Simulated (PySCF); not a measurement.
## Identify the compound

The spectra below were simulated for a compound C₄H₄.

$^{1}$H NMR (300 MHz, computed): δ 6.07 (m, 1H), 5.90 (m, 1H), 5.87 (m, 1H), 3.14 (m, 1H).

$^{13}$C{$^{1}$H} NMR (computed): δ 139.3, 125.3, 89.3, 84.8.

PySCF 2.14 calculation with PBE0/pcSseg-1 with gauge-including orbitals, J couplings at B3LYP/pcJ-1 and geometry: PBE0-D3(BJ)/def2-SVP; one conformer, no relativistic terms, no solvent model.

Scale: TMS for $^{1}$H and $^{13}$C (reference shieldings calculated alike).

Question: Choose the structure that fits.
A. C#CC=C
B. C=C1C=C1
C. C=C=C=C

Answer: A. 

Rings plus π bonds: 3 (no ring in the answer). 4 carbon signals for 4 carbons: no two carbons are equivalent. Carbon types of the structure: 1 × C, 2 × CH, 1 × CH2, which accounts for all hydrogens. δC 139.3: terminal =CH2 carbon; the olefinic region. δC 125.3: alkene CH; an sp2 carbon of a C=C bond. δC 89.3: terminal alkyne carbon; sp carbons lie upfield of alkene carbons because the cylindrical π system leaves one tensor component strongly shielded. δC 84.8: alkyne carbon; the triple bond shields along its axis, which puts it between sp3 and sp2 carbons. δH 5.90: hydrogen on an alkene CH; a vinylic proton, deshielded by the sp2 carbon and the C=C anisotropy.

The others: C=C1C=C1 would give 3 carbon signals, not 4; C=C=C=C would give 2 carbon signals, not 4.

Multiplet labels drop couplings under 1 Hz and merge nearly equal ones. Unscaled 3J(H,H) at this level run about 10 % above measured values. Shifts are as computed. Against solution values, carbons near 30 ppm lie about +2 ppm off and those near 130 ppm about +5 ppm. Of 1211 compounds with measured shifts, 218 miss one by over three times the rms of a fit or turn the order of signals round; such compounds aren't used in these exercises.
